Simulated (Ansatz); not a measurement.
This geometry of FH + H4Si (7 atoms, charge 0, multiplicity 1) is a first-order saddle point.

Computed with Ansatz, RKS PBE0-D4/def2-TZVP.

```xyz
7
Properties=species:S:1:pos:R:3
Si -0.181 0.000 -0.035
H 0.028 -0.002 1.650
H 1.316 -0.001 -0.037
H -0.541 1.275 -0.687
H -0.543 -1.273 -0.690
F -1.903 0.000 0.855
H -0.942 -0.001 1.585
```

Problem. Which two structures does it join? (They come from a converged band through this point; their orientation in space is the band's.)

Solution. Bonds broken: Si1–H2, F6–H7. Bonds formed: Si1–F6, H2–H7. FH + H4Si becomes FH3Si + H2.

Image 0:

```xyz
7
Properties=species:S:1:pos:R:3
Si 0.313 -0.001 -0.192
H 0.022 -0.004 1.274
H 1.786 0.001 -0.353
H -0.279 1.219 -0.790
H -0.277 -1.219 -0.794
F -2.628 0.003 1.751
H -1.703 0.001 1.744
```

Image 8:

```xyz
7
Properties=species:S:1:pos:R:3
Si -0.279 0.001 -0.732
H -0.368 -0.003 3.380
H 0.934 0.000 0.119
H -0.327 1.221 -1.572
H -0.328 -1.217 -1.575
F -1.564 0.001 0.225
H -0.835 -0.002 2.796
```

Problem. How far does it lie above each of them?

Solution. 130.8 kJ/mol above the first and 227.2 kJ/mol above the second. This is the barrier of this one path; another mechanism may lie lower. The orbitals stay closed-shell, which can raise the energy where a bond breaks towards radicals; this wasn't checked here.

Run time: 81 s on 2 threads of Arm Neoverse V1, on a shared host, peak memory 0.15 GiB.
